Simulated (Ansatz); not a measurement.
Compare A (`FC1C=CO1`) with its isomer B (`C=C=C(O)F`).

Program: Ansatz. Geometries: PBE0-D4/def2-TZVP. ΔE: electronic, gas phase. CBS: MP2 limit from def2 TZ/QZ plus the TZ coupled-cluster correction, frozen cores. DFT in def2-TZVPP. B3LYP here is the variant with VWN-RPA as its local correlation; programs differ in this. One conformer a species, not always the lowest.

Question: Which isomer does CCSD(T)/CBS put lower? Give the gap. (An estimate is asked.)

Answer: The calculation gave: A, by 7.1 kJ/mol.

Question: Give E(B) − E(A) in kJ/mol with CCSD(T)/def2-TZVPP, PBE-D4, MP2/def2-TZVPP, B2PLYP, B3LYP, CCSD/def2-TZVPP, BLYP-D4. (Estimate.)

Answer: The calculation gave: CCSD(T)/def2-TZVPP 7.1, PBE-D4 -1.5, MP2/def2-TZVPP 13.3, B2PLYP -3.2, B3LYP -14.1, CCSD/def2-TZVPP 6.5, BLYP-D4 -20.0. The order is the other way round with PBE-D4, B2PLYP, B3LYP, BLYP-D4.

Question: Does the order hold for the free energy at 298.15 K (harmonic terms from PBE0-D4)? (Best estimate.)

Answer: Computed: Too close to call: G(B) − G(A) = -1.7 kJ/mol, for one conformer each.

Largest T1 diagnostic: 0.014.

Leaving LDA and LC-ωPBE aside and taking each functional with its dispersion term where it has one, the values, not all of them listed here, spread over 35.8 kJ/mol, from BLYP-D4 to ωB97X-V. LDA lies +9.8 kJ/mol from PBE without D4. In def2-TZVPP, CCSD(T) changes the Hartree–Fock value by +10.2 kJ/mol (the triples alone add +0.6 kJ/mol) and MP2 by +16.4 kJ/mol.
